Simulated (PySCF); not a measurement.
Basis-set dependence of N2 at CCSD(T)

PySCF, RHF reference; singlet, unpaired electrons none; De to N + N without counterpoise correction. Frozen cores follow the default of each basis and core potential.

```csv
basis,relativity,functions,Re (Å),ωe (cm⁻¹),De (eV),frozen orbitals
3-21G,no relativity,18,1.127,2138,7.07,2
x2c-SVPall,spin-free X2C,28,1.112,2396,9.05,2
aug-cc-pVDZ,no relativity,46,1.121,2319,8.74,2
x2c-TZVPPall,spin-free X2C,62,1.103,2348,9.40,2
def2-TZVPPD,no relativity,74,1.103,2347,9.42,2
```

Task: How does each smaller set differ from the one with most functions, def2-TZVPPD?

Result: 3-21G: +2.4 pm, -8.9 % in ωe, -2.35 eV in De; x2c-SVPall: +0.9 pm, +2.1 % in ωe, -0.37 eV in De; aug-cc-pVDZ: +1.8 pm, -1.2 % in ωe, -0.68 eV in De; x2c-TZVPPall: +0.0 pm, +0.0 % in ωe, -0.02 eV in De. All at CCSD(T); the set with most functions is neither the basis-set limit nor always the best. The rows treat relativity differently, so the differences are not basis effects alone.

Measured (Huber and Herzberg, Constants of Diatomic Molecules (1979)): Re = 1.097685 Å, ωe = 2358.57 cm⁻¹. Correlated steps freeze 2 core orbitals. Correlated levels converge slowly with the basis: in double zeta they bind strong bonds too weakly, by up to about 1 eV, and carry superposition errors of some tenths. Where the molecule has an RHF reference, its open-shell atoms are computed with UHF. 3-21G is very small, so such numbers show the basis as much as the molecule.
